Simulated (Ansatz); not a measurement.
```yaml
crystal:
  periodic: [false, false, false]
  atoms:
    - {symbol: C, position_ang: [-1.328016, 0.226298, 0.008691]}
    - {symbol: Al, position_ang: [0.483041, -0.356908, 0.004951]}
    - {symbol: S, position_ang: [2.428240, -1.160863, 0.003223]}
    - {symbol: H, position_ang: [-1.583265, 1.291474, -0.016865]}
basis:
  gaussian: {orbitals: def2-TZVP}
hamiltonian: {xc: pbe0}
relax: {f_tol: 0.004, max_steps: 80}
```

```sh
$ ansatz run in.yaml --threads 1 --pin off --events-out ev --progress --plain --max-ram 2176MiB
```

Steps of the relaxation (energy above the last step; positions in Å, forces in eV/Å):

```
4
step 1, 105.7 meV
C    -1.328    0.226    0.009   -0.422   -0.130    0.008
Al    0.483   -0.357    0.005    1.996   -0.532   -0.010
S     2.428   -1.161    0.003   -1.623    0.566    0.005
H    -1.583    1.291   -0.017    0.049    0.095   -0.003
```

```
4
step 2, 10.2 meV
C    -1.316    0.207    0.009   -0.357   -0.058    0.005
Al    0.523   -0.326    0.003    0.390    0.009   -0.005
S     2.364   -1.156    0.004   -0.058   -0.027    0.002
H    -1.571    1.274   -0.016    0.025    0.076   -0.002
```

```
4
step 3, 2.6 meV
C    -1.325    0.202    0.009   -0.133   -0.082    0.004
Al    0.542   -0.305    0.002    0.045    0.068   -0.003
S     2.360   -1.169    0.004    0.056   -0.048    0.001
H    -1.577    1.272   -0.016    0.033    0.061   -0.002
```

```
4
step 5, 0.0 meV
C    -1.344    0.190    0.010    0.002   -0.009    0.000
Al    0.544   -0.291    0.002   -0.005   -0.003    0.000
S     2.359   -1.171    0.005    0.001    0.003    0.000
H    -1.559    1.272   -0.016    0.002    0.009    0.000
```

```
4
step 6, 0.0 meV
C    -1.346    0.190    0.010   -0.001   -0.001    0.000
Al    0.542   -0.295    0.002    0.000   -0.001    0.000
S     2.359   -1.168    0.005    0.001    0.000    0.000
H    -1.555    1.273   -0.016    0.000    0.002    0.000
```

Close pairs at the end: C1–H4 1.103 Å, C1–Al2 1.949 Å, Al2–S3 2.016 Å.

A stationary point of restricted PBE0 after 6 steps (its stability towards spin polarisation wasn't tested); no frequencies were run, so it isn't proven a minimum. 12 s on 1 thread of Intel Xeon 6975P-C, shared host.
